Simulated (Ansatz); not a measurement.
# SiH₃S+: one structure at several levels

Aim: energy, forces and dipole at a structure displaced at random from a GFN2-xTB minimum, from CCSD(T) and from density functionals.

Program: Ansatz 0.2.0, Gaussian basis. Level of theory: single points in def2-TZVPP. These are calculated values, not measurements.

Cores are frozen in the correlated methods.

## (1) Where the work starts

SMILES `[SiH2]=[SH+]`, 5 atoms, charge 1, spin multiplicity 1.

Atoms are counted from 1 here; the program's logs count them from 0.

Bond lengths: Si1–S2 1.934 Å, Si1–H3 1.361 Å, Si1–H4 1.434 Å, S2–H5 1.231 Å. Angles: S2–Si1–H3 119.6°, S2–Si1–H4 116.6°, H3–Si1–H4 123.0°, Si1–S2–H5 110.3°.

Coordinates:

```xyz
5

Si   -0.4770   -0.4942    0.0243
S     1.1524    0.3491    0.6357
H    -0.7793   -1.7532    0.4421
H    -1.1931    0.1752   -1.0227
H     1.2500    1.4823    0.1648
```

## (2) CCSD(T)/def2-TZVPP

run/in.yaml reads:

```yaml
crystal:
  periodic: [false, false, false]
  atoms:
    - {symbol: Si, position_ang: [-0.477000, -0.494200, 0.024300]}
    - {symbol: S, position_ang: [1.152400, 0.349100, 0.635700]}
    - {symbol: H, position_ang: [-0.779300, -1.753200, 0.442100]}
    - {symbol: H, position_ang: [-1.193100, 0.175200, -1.022700]}
    - {symbol: H, position_ang: [1.250000, 1.482300, 0.164800]}
basis:
  gaussian: {orbitals: def2-TZVPP}
total_charge: 1
correlation: {method: ccsd_t}
output: {forces: true}
```

No record of the launch command was kept for these runs.

## (3) PBE0-D4/def2-TZVPP

Changes to run/in.yaml since step 2:

```diff
@@ -11,3 +11,3 @@
 total_charge: 1
-correlation: {method: ccsd_t}
-output: {forces: true}
+hamiltonian: {xc: pbe0, dispersion: d4}
+output: {forces: true, orbitals: {seedname: orbitals}}
```

## (4) wB97M-V/def2-TZVPP

Changes to run/in.yaml since step 3:

```diff
@@ -11,3 +11,3 @@
 total_charge: 1
-hamiltonian: {xc: pbe0, dispersion: d4}
-output: {forces: true, orbitals: {seedname: orbitals}}
+hamiltonian: {xc: {name: wB97M-V}}
+output: {forces: true}
```

## (5) r2SCAN-D4/def2-TZVPP

Changes to run/in.yaml since step 4:

```diff
@@ -11,3 +11,3 @@
 total_charge: 1
-hamiltonian: {xc: {name: wB97M-V}}
+hamiltonian: {xc: r2scan, dispersion: d4}
 output: {forces: true}
```

## (6) PBE-D4/def2-TZVPP

Changes to run/in.yaml since step 5:

```diff
@@ -11,3 +11,3 @@
 total_charge: 1
-hamiltonian: {xc: r2scan, dispersion: d4}
+hamiltonian: {xc: pbe, dispersion: d4}
 output: {forces: true}
```

## (7) SPW92/def2-TZVPP

Changes to run/in.yaml since step 6:

```diff
@@ -11,3 +11,3 @@
 total_charge: 1
-hamiltonian: {xc: pbe, dispersion: d4}
+hamiltonian: {xc: lda}
 output: {forces: true}
```

## (8) r2SCAN0-D4/def2-TZVPP

Changes to run/in.yaml since step 7:

```diff
@@ -11,3 +11,3 @@
 total_charge: 1
-hamiltonian: {xc: lda}
+hamiltonian: {xc: {name: r2SCAN0}, dispersion: d4}
 output: {forces: true}
```

(Steps that only read results are left out.)

Before running it: what results should come out? Wanted: energy less free atoms, CCSD(T)/def2-TZVPP; RMS force component; RMS force error; HOMO and LUMO, PBE0-D4; T1 diagnostic.

**Answer**, as computed:

| quantity | value |
| --- | --- |
| energy less free atoms, CCSD(T)/def2-TZVPP | -507.8 kJ/mol |
| RMS force component | 1.962 to 2.123 eV/Å over the methods |
| RMS force error | PBE0-D4 0.141, wB97M-V 0.099, r2SCAN-D4 0.112, PBE-D4 0.181, SPW92 0.314, r2SCAN0-D4 0.139 eV/Å |
| HOMO and LUMO, PBE0-D4 | -15.22 and -8.81 eV |
| T1 diagnostic | 0.014 |

**Reading.** Against CCSD(T) the functionals' energies less atoms differ by -192.9 to -16.8 kJ/mol, PBE-D4 by -25.5 kJ/mol. The reference is not at the basis limit: in triple zeta CCSD(T) underbinds, which counts against methods that bind more; the gaps are no ranking. On forces the order runs from wB97M-V to SPW92. Frozen-core CCSD(T) forces in triple zeta carry basis errors of their own, and this is one geometry, so small gaps rank nothing.
